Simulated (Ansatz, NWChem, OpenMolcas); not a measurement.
**CS (carbon monosulfide): the vertical ionisation energy, rung by rung**

CS: 2 atoms, total charge 0, spin state singlet. As SMILES, `[C-]#[S+]`. Geometry: the measured bond length.

| atom | x (Å) | y (Å) | z (Å) |
| --- | --- | --- | --- |
| C | 0.0000 | 0.0000 | 0.0000 |
| S | 0.0000 | 0.0000 | 1.5349 |

Each level gives the vertical ionisation energy (to the doublet cation) (eV). The values are calculated.

| level | kind | program | value (eV) | CPU time (all runs) |
| --- | --- | --- | --- | --- |
| revPBE/cc-pVTZ | GGA | OpenMolcas | 11.22 | 20 s |
| M06-L/cc-pVTZ | meta-GGA | NWChem | 11.08 | 42 s |
| r2SCAN/cc-pVTZ | meta-GGA | OpenMolcas | 11.23 | 28 s |
| PBE0/cc-pVTZ | global hybrid | OpenMolcas | 11.37 | 20 s |
| RPA@PBE/cc-pVTZ | RPA | Ansatz | 11.53 | 5.4 s |
| CCSD(T)/cc-pVTZ | coupled cluster or CI | Ansatz | 11.32 | 7.3 s |
| CCSD(T)/cc-pVTZ, open shells restricted | coupled cluster or CI | OpenMolcas | 11.23 | 13 s |
| CCSD/cc-pVTZ | coupled cluster or CI | Ansatz | 11.24 | 6.7 s |
| FCI/STO-3G | exact in the basis | Ansatz | 7.17 | 0.44 s |

The values span 7.17 to 11.53 eV. Spin contamination of the reference (⟨S²⟩ at least 0.1 too high) touches CCSD(T)/cc-pVTZ, CCSD/cc-pVTZ. The coupled-cluster rows rest on a doubtful reference here (large T1 or Brueckner and Hartree–Fock orbitals at odds), and rows may lie in different states. High-level rows in very small sets aren't better than simpler rows in larger ones. Times are those of the runs behind each value, whatever else they computed, on shared processors of several kinds: orders of magnitude only.
